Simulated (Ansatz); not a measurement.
A first, cheap relaxation of C5H10, SMILES `C/C=C/CC`.

```yaml
crystal:
  periodic: [false, false, false]
  atoms:
    - {symbol: C, position_ang: [-1.470700, 1.442400, 1.287200]}
    - {symbol: C, position_ang: [-0.623400, 0.738400, 0.341900]}
    - {symbol: C, position_ang: [-0.093900, -0.443000, 0.619200]}
    - {symbol: C, position_ang: [0.926000, -1.251400, -0.244800]}
    - {symbol: C, position_ang: [1.187500, -0.694800, -1.629200]}
    - {symbol: H, position_ang: [-2.497600, 1.652900, 0.807100]}
    - {symbol: H, position_ang: [-1.063900, 2.471100, 1.503600]}
    - {symbol: H, position_ang: [-1.631200, 0.973600, 2.214000]}
    - {symbol: H, position_ang: [-0.429600, 1.238600, -0.572100]}
    - {symbol: H, position_ang: [-0.269900, -0.892700, 1.626700]}
    - {symbol: H, position_ang: [1.778300, -1.423600, 0.326900]}
    - {symbol: H, position_ang: [0.412800, -2.240700, -0.362700]}
    - {symbol: H, position_ang: [1.644400, 0.305300, -1.541100]}
    - {symbol: H, position_ang: [0.257800, -0.543300, -2.200600]}
    - {symbol: H, position_ang: [1.851500, -1.383500, -2.146600]}
basis:
  gaussian: {orbitals: def2-SVP}
hamiltonian: {xc: pbe, dispersion: d4}
relax: {f_tol: 0.03, max_steps: 200}
```

```sh
$ ansatz run in.yaml --threads 4 --pin off --events-out ev --progress --plain --max-ram 10444MiB
```

It prints (some lines left out):

```
Functional definition: PBE
mean field -5335.96236536 eV, -196.0930000816 hartree, gradient 4.6e-5 eV, S^2 0.000000; 0 other end points of the search recorded, 0 dependent functions left out
relax step   1: F+E_penalty+E_count = -5336.22327154 eV  Δ(F+E_penalty+E_count) = +0.000e0 eV  max|allowed force component| = 4.293e0 eV/Å  Δτ_max = 0.0000 Å  (28 SCF iters, accepted)
mean field -5336.32942130 eV, -196.1064891386 hartree, gradient 8.2e-6 eV, S^2 0.000000; 0 other end points of the search recorded, 0 dependent functions left out
relax step   2: F+E_penalty+E_count = -5336.58936159 eV  Δ(F+E_penalty+E_count) = -3.661e-1 eV  max|allowed force component| = 1.168e0 eV/Å  Δτ_max = 0.0912 Å  (29 SCF iters, accepted)
mean field -5336.27688075 eV, -196.1045583094 hartree, gradient 8.8e-6 eV, S^2 0.000000; 0 other end points of the search recorded, 0 dependent functions left out
relax step   3: F+E_penalty+E_count = -5336.53558495 eV  Δ(F+E_penalty+E_count) = +5.378e-2 eV  max|allowed force component| = 1.365e0 eV/Å  Δτ_max = 0.1832 Å  (29 SCF iters, rejected (line search))
mean field -5336.37653486 eV, -196.1082205302 hartree, gradient 2.0e-5 eV, S^2 0.000000; 0 other end points of the search recorded, 0 dependent functions left out
relax step   4: F+E_penalty+E_count = -5336.63580004 eV  Δ(F+E_penalty+E_count) = -4.644e-2 eV  max|allowed force component| = 3.460e-1 eV/Å  Δτ_max = 0.0916 Å  (28 SCF iters, accepted)
mean field -5336.38410539 eV, -196.1084987419 hartree, gradient 2.1e-5 eV, S^2 0.000000; 0 other end points of the search recorded, 0 dependent functions left out
relax step   5: F+E_penalty+E_count = -5336.64414899 eV  Δ(F+E_penalty+E_count) = -8.349e-3 eV  max|allowed force component| = 7.553e-2 eV/Å  Δτ_max = 0.1000 Å  (27 SCF iters, accepted)
mean field -5336.38706095 eV, -196.1086073568 hartree, gradient 1.7e-5 eV, S^2 0.000000; 0 other end points of the search recorded, 0 dependent functions left out
relax step   6: F+E_penalty+E_count = -5336.64701027 eV  Δ(F+E_penalty+E_count) = -2.861e-3 eV  max|allowed force component| = 1.605e-2 eV/Å  Δτ_max = 0.0441 Å  (28 SCF iters, accepted)
mean field -5336.38706095 eV, -196.1086073568 hartree, gradient 2.8e-5 eV, S^2 0.000000; 1 other end points of the search recorded, 0 dependent functions left out
Total energy: -5336.64704543 eV, -196.1181616103 hartree
Atom 0 at    -1.509772     1.498733     1.273117 Å, force     0.002421     0.002841    -0.006171 eV/Å
Atom 1 at    -0.610828     0.723940     0.355691 Å, force    -0.004730     0.002282    -0.002750 eV/Å
Atom 2 at    -0.034449    -0.457279     0.653405 Å, force     0.000901     0.001042    -0.007368 eV/Å
Atom 3 at     0.862579    -1.272875    -0.239389 Å, force     0.015557     0.000274     0.005851 eV/Å
Atom 4 at     1.181369    -0.672457    -1.607189 Å, force    -0.001271     0.003432     0.000172 eV/Å
Atom 5 at    -2.515651     1.654990     0.824994 Å, force     0.008447    -0.005388    -0.010246 eV/Å
Atom 6 at    -1.106278     2.514418     1.479016 Å, force     0.002422    -0.006468     0.006033 eV/Å
Atom 7 at    -1.648200     0.980989     2.243349 Å, force     0.001239     0.008812     0.016048 eV/Å
Atom 8 at    -0.422505     1.173606    -0.636086 Å, force    -0.008194     0.010881     0.000686 eV/Å
Atom 9 at    -0.230001    -0.893760     1.651840 Å, force    -0.009363    -0.006330    -0.002822 eV/Å
Atom 10 at     1.811380    -1.478368     0.308959 Å, force    -0.003562    -0.002651    -0.001479 eV/Å
Atom 11 at     0.402050    -2.279981    -0.370294 Å, force     0.004235    -0.004432     0.000408 eV/Å
Atom 12 at     1.703217     0.302072    -1.511062 Å, force    -0.004221    -0.001096    -0.000267 eV/Å
Atom 13 at     0.260549    -0.498174    -2.200696 Å, force    -0.008231    -0.003919    -0.003569 eV/Å
Atom 14 at     1.834641    -1.346554    -2.196155 Å, force     0.004350     0.000718     0.005475 eV/Å
Dipole moment:     0.009833    -0.013268    -0.011051 e Å
```

Hardware: 4 threads of an AMD EPYC 9R45 on a shared host. Wall time 4.5 s, peak host memory 0.17 GiB.
